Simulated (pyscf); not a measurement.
Cl–BH–Cl (SMILES ClBCl) + HF (SMILES F) → HCl (SMILES Cl) + F–BH–Cl (SMILES FBCl) (four-centre exchange; singlet surface; B–Cl, F–H broken, Cl–H, B–F formed). Single points on ωB97X-D3(BJ)/def2-SVP structures (PySCF, gas phase). Correlated levels are frozen-core, on RHF or UHF. ΔMP2 is the change of the MP2 total energy from the triple- to the quadruple-zeta basis. Rate constants from transition-state theory, CCSD(T)/def2-TZVPP + ΔMP2(QZVPP) energies (ideal gas, 1 atm, RRHO with modes under 100 cm⁻¹ raised to 100, one conformer, R ln 2 for rigid chiral ones; no tunnelling), k in cm³ molecule⁻¹ s⁻¹.

| T (K) | 1000/T | log10 k |
|---|---|---|
| 298 | 3.354 | -23.60 |
| 600 | 1.667 | -18.08 |
| 900 | 1.111 | ? |
| 1200 | 0.833 | -15.02 |

### Question
Fit an Arrhenius line to the three values, give the activation energy, and predict k at 900 K.

### Answer
Least squares gives log10 k = -12.30 − 3.38 × 1000/T, so Ea = 3.38 × ln 10 × 1.987 = 15.5 kcal/mol, against an electronic barrier of 15.1. At 900 K the line gives -16.06; the computed value is -16.10 (ΔG‡ = 43.1 kcal/mol), close to the line. This is the saddle that the search found; another between the same sides may lie lower. The CCSD(T) − MP2 part came from Ansatz, without density fitting, on the same reference.
